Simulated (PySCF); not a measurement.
# Converging LiH in the basis (PBE0)

PySCF, UKS reference; singlet, unpaired electrons none; De to Li + H without counterpoise correction.

```tsv
basis	relativity	functions	Re (Å)	ωe (cm⁻¹)	De (eV)	μ (D)
STO-3G	no relativity	6	1.529	1748	3.12	-4.76
pcseg-1	no relativity	14	1.602	1412	2.27	-5.72
def2-TZVP	no relativity	20	1.598	1412	2.24	-5.78
6-311G(d,p)	no relativity	24	1.600	1405	2.28	-5.75
def2-TZVPP	no relativity	33	1.599	1408	2.26	-5.78
```

Question: How does each smaller set differ from the one with most functions, def2-TZVPP?

Answer: STO-3G: -7.0 pm, +24.1 % in ωe, +0.86 eV in De; pcseg-1: +0.3 pm, +0.3 % in ωe, +0.01 eV in De; def2-TZVP: -0.1 pm, +0.3 % in ωe, -0.02 eV in De; 6-311G(d,p): +0.1 pm, -0.2 % in ωe, +0.02 eV in De. All at PBE0; the set with most functions is neither the basis-set limit nor always the best.

A positive dipole means Li(−)H(+). Measured (Huber and Herzberg, Constants of Diatomic Molecules (1979)): Re = 1.5957 Å, ωe = 1405.65 cm⁻¹. STO-3G is very small, so such numbers show the basis as much as the molecule.
